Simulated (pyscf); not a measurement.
Optimised with ωB97X-D3(BJ)/def2-SVP in PySCF.

**Question.** For the elementary gas-phase step H₃C–GaH–CH₃ + H₂O → CH₄ + H₃C–GaH–OH (singlet surface; C–Ga, H–O broken, C–H, Ga–O formed), what barrier and reaction energy does ωB97M-D3(BJ)/def2-TZVP give, measured from the separated reactants?

**Answer.** ΔE‡ = 0.45 eV, ΔE = -0.98 eV. Zero-point energy shifts the barrier by 0.00 eV. It is a four-centre exchange, with an imaginary mode of 1435i cm⁻¹. On the reactant side the descent ends in an adduct with a Ga–O contact, 0.60 eV under the separated species and 1.02 eV under the saddle at ωB97X-D3(BJ)/def2-TZVP. What is counted as formed (Ga–O) is already present as a longer contact in the reactant adduct; forming that adduct is a step of its own. One saddle was located; it need not be the lowest between these sides. Elements up to Kr have no core potential and no relativistic terms here.
